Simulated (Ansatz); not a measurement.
Two isomers of C2H6N2O: A = `N=C(N)CO`, B = `NC1NCO1`.

Gas-phase electronic energies from Ansatz, PBE0-D4/def2-TZVP geometries. CCSD(T)/CBS adds triple-zeta CCSD(T) − MP2 to the extrapolated MP2 energy (def2 sets, frozen cores). DFT in def2-TZVPP. B3LYP here is the variant with VWN-RPA as its local correlation; programs differ in this. One conformer a species, not always the lowest.

A:

```xyz
11

N    -0.590    0.517    1.685
C    -0.162   -0.063    0.634
N    -0.270   -1.407    0.470
C     0.579    0.625   -0.496
O     0.372    0.031   -1.760
H    -0.403    1.515    1.641
H    -0.126   -1.786   -0.448
H    -0.846   -1.911    1.121
H     0.313    1.687   -0.495
H     1.652    0.549   -0.300
H    -0.519    0.242   -2.052
```

B:

Z-matrix (Å, degrees):
```
C
N 1 1.482
N 1 1.403 2 121.0
O 1 1.431 2 91.6 3 -118.0
H 1 1.097 2 111.2 3 128.2
C 2 1.460 1 86.1 3 121.9
H 2 1.013 1 110.5 3 9.7
H 3 1.008 1 114.3 2 90.7
H 3 1.010 1 114.4 2 -40.7
H 6 1.096 2 112.9 1 110.8
H 6 1.096 2 116.4 1 -121.3
```

**Question.** Which is lower in electronic energy at CCSD(T)/CBS, and by how much? (Estimate.)

**Answer.** Computed: A, by 102.7 kJ/mol.

**Question.** Give E(B) − E(A) in kJ/mol with PBE-D4, B3LYP-D4, B3LYP, CCSD/def2-TZVPP, CCSD(T)/def2-TZVPP, MP2/def2-TZVPP, r2SCAN-D4. (Best estimate.)

**Answer.** The calculation gave: PBE-D4 103.5, B3LYP-D4 113.5, B3LYP 113.6, CCSD/def2-TZVPP 98.0, CCSD(T)/def2-TZVPP 99.7, MP2/def2-TZVPP 102.0, r2SCAN-D4 109.0. None reverses the order clearly.

Largest T1 diagnostic: 0.013.

From PBE to PBE0 (25 % exact exchange), in def2-TZVPP and without D4, E(B) − E(A) moves by −6.8 kJ/mol. In def2-TZVPP, CCSD(T) changes the Hartree–Fock value by −6.0 kJ/mol (the triples alone add +1.7 kJ/mol) and MP2 by −3.6 kJ/mol.
